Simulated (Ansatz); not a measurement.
A trace of molecular dynamics of CH2ClSi (5 atoms, charge 0, multiplicity 2).

Level of theory: UKS PBE0-D4/def2-SVP (Ansatz).

- ensemble: NVT, Nosé–Hoover chain
- set temperature: 1000 K
- thermostat: time constant 20 fs, chain length 1
- seed: 849372

| time (fs) | T (K) | potential energy less start (eV) | conserved less start (meV/atom) |
| --- | --- | --- | --- |
| 0.0 | 1000 | 0.000 | 0.00 |
| 8.0 | 655 | 0.233 | 18.69 |
| 16.0 | 679 | 0.313 | 30.46 |
| 24.0 | 661 | 0.377 | 32.86 |
| 32.0 | 480 | 0.673 | 63.69 |
| 40.0 | 794 | 0.550 | 42.80 |
| 48.0 | 625 | 0.749 | 28.93 |
| 56.0 | 2225 | 0.247 | -7.53 |
| 64.0 | 2120 | 0.679 | 21.55 |
| 72.0 | 2017 | 0.738 | 41.60 |
| 80.0 | 873 | 0.902 | 19.37 |
| 88.0 | 857 | 0.796 | 26.52 |
| 96.0 | 1008 | 0.693 | 40.43 |
| 104.0 | 1063 | 0.453 | 29.32 |
| 112.0 | 920 | 0.375 | 25.05 |
| 120.0 | 630 | 0.449 | 40.81 |
| 128.0 | 935 | 0.175 | 25.81 |
| 136.0 | 758 | 0.430 | 72.25 |
| 144.0 | 384 | 0.612 | 84.94 |
| 152.0 | 804 | 0.568 | 107.09 |
| 160.0 | 373 | 0.311 | 17.41 |

Q: Can this run be trusted? Judge the integration.

A: The conserved energy changed by up to 110 meV per atom, so the integration failed: the time step of 4 fs is too long for the fastest motions that this run met, and the later frames carry no physical meaning.

Time of the run: 120 s on 1 thread of Arm Neoverse V1 (shared host), peak memory 0.14 GiB.
